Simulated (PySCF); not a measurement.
**Silicon: a sound run and one with changed settings**

Sound run: Si [Ne] 3s2 3p2, Si⁺ [Ne] 3s2 3p1. Computed with PySCF 2.14 in def2-TZVP (5s5p2d1f, 37 functions), with no relativity, point nucleus. The sound run starts from symmetry-adapted Hartree-Fock orbitals and uses a fine grid where one is needed.

A second run was set up differently.

```json
{"species": "Si", "method": "UHF", "sound run (hartree)": "-288.85079", "changed run (hartree)": "-288.85079", "converged": "yes"}
{"species": "Si", "method": "BP86", "sound run (hartree)": "-289.39623", "changed run (hartree)": "-289.39661", "converged": "yes"}
{"species": "Si", "method": "PBE0", "sound run (hartree)": "-289.24944", "changed run (hartree)": "-289.24978", "converged": "yes"}
{"species": "Si⁺", "method": "UHF", "sound run (hartree)": "-288.57001", "changed run (hartree)": "-288.57001", "converged": "yes"}
{"species": "Si⁺", "method": "BP86", "sound run (hartree)": "-289.09288", "changed run (hartree)": "-289.09282", "converged": "yes"}
{"species": "Si⁺", "method": "PBE0", "sound run (hartree)": "-288.94737", "changed run (hartree)": "-288.94730", "converged": "yes"}
```

Ionisation energy of Si:

```csv
method,sound run (eV),changed run (eV)
UHF,7.640,7.640
BP86,8.255,8.266
PBE0,8.220,8.231
```

Problem. What was changed?
A. basis contracted for another Hamiltonian
B. too few SCF iterations
C. angular grid far too coarse
D. level shift left on

Solution. C. It used 14 angular points. A coarse angular grid integrates products of high-l functions wrongly, so density functionals can shift, and the SCF can exploit the error; Hartree-Fock and MP2 need no grid.
